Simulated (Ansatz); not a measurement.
# CH6OSi: the cost of one run

All numbers below are computed with Ansatz 0.2.0 (RKS PBE-D4/6-31G*).

## (1) The starting structure

Bond lengths: Si1–H2 1.460 Å, Si1–O3 1.680 Å, O3–C4 1.420 Å, C4–H5 1.110 Å, C4–H6 1.110 Å, C4–H7 1.110 Å, Si1–H8 1.459 Å, Si1–H9 1.459 Å. Angles: H2–Si1–O3 109.4°, H2–Si1–H8 109.5°, H2–Si1–H9 109.5°, O3–Si1–H8 109.5°, O3–Si1–H9 109.5°, H8–Si1–H9 109.5°, Si1–O3–C4 125.0°, O3–C4–H5 109.5°, O3–C4–H6 109.5°, O3–C4–H7 109.5°, H5–C4–H6 109.4°, H5–C4–H7 109.4°, H6–C4–H7 109.4°.

As a file:

```xyz
9

Si    0.0000    0.0000    0.0000
H     0.0000    0.0000    1.4600
O     1.5842    0.0000   -0.5594
C     2.3503   -1.1632   -0.8360
H     1.7187   -1.9052   -1.3675
H     3.2179   -0.8926   -1.4733
H     2.7141   -1.6023    0.1163
H    -0.6877    1.1914   -0.4862
H    -0.6877   -1.1914   -0.4862
```

## (2) Preparing the start

input.yaml reads:

```yaml
crystal:
  periodic: [false, false, false]
  atoms:
    - { symbol: Si, position_ang: [0.0, 0.0, 0.0] }
    - { symbol: H, position_ang: [0.0, 0.0, 1.46] }
    - { symbol: O, position_ang: [1.5842, 0.0, -0.5594] }
    - { symbol: C, position_ang: [2.3503, -1.1632, -0.836] }
    - { symbol: H, position_ang: [1.7187, -1.9052, -1.3675] }
    - { symbol: H, position_ang: [3.2179, -0.8926, -1.4733] }
    - { symbol: H, position_ang: [2.7141, -1.6023, 0.1163] }
    - { symbol: H, position_ang: [-0.6877, 1.1914, -0.4862] }
    - { symbol: H, position_ang: [-0.6877, -1.1914, -0.4862] }
basis:
  gaussian: { orbitals: "6-31G*" }
hamiltonian:
  xc: pbe
  dispersion: d4
relax:
  f_tol: 0.02
  max_steps: 40
```

Run with:

```console
$ ansatz run input.yaml --threads 1 --pin off --max-ram 2048MiB --backend cpu --events-out ev --progress --plain --runs-dir out
```

**Question.** How long does this run take on 1 thread of Arm Neoverse V2, shared host, and how much memory does it need?

About 13 s, with a peak of 0.12 GiB.
